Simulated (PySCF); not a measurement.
# Orbital picture of LiO⁺

PBE at R = 2.051 Å; PySCF, no relativity, basis sets Li STO-3G, O STO-3G. State: ³Σ⁻ (triplet), unpaired electrons π ↑↑. Only the outer orbitals are listed, counted within each symmetry.

```csv
spin,orbital,occ.,ε (eV),on Li (%),main shells (%)
α,2σ,1,-57.43,100,100 Li s
α,3σ,1,-31.23,2,98 O s
α,1π,1,-15.58,2,98 O p
α,1π,1,-15.58,2,98 O p
α,4σ,1,-13.86,8,91 O p
α,5σ,0,-6.71,98,91 Li s
α,2π,0,-5.04,98,98 Li p
α,2π,0,-5.04,98,98 Li p
β,2σ,1,-57.43,100,100 Li s
β,3σ,1,-27.57,4,96 O s
β,4σ,1,-12.43,10,88 O p
β,1π,0,-10.82,6,94 O p
β,1π,0,-10.82,6,94 O p
β,5σ,0,-6.46,97,"88 Li s, 8 Li p"
```

Question: Which are the highest filled and the lowest empty level, where do they sit, and how wide is the gap?

Answer: Highest filled β 4σ at -12.43 eV (in %: 88 O p); lowest empty β 1π at -10.82 eV (in %: 94 O p); the gap at PBE is 1.61 eV.

The bond order (Mayer) is 0.47, the ⟨S²⟩ is 2.003 and the charge on Li (Mulliken, basis-dependent) is 0.74. The charge on Li (Löwdin, basis-dependent) is 0.65 and the dipole moment (positive dipole points towards O; it is taken about the centre of mass and depends on that origin) is -5.54 D. The polarisability along the bond is 4.9 bohr³ and the polarisability across the bond is 3.9 bohr³.

STO-3G is very small, so such numbers show the basis as much as the molecule. The state was picked by a PBE0 search and need not be the measured ground state.
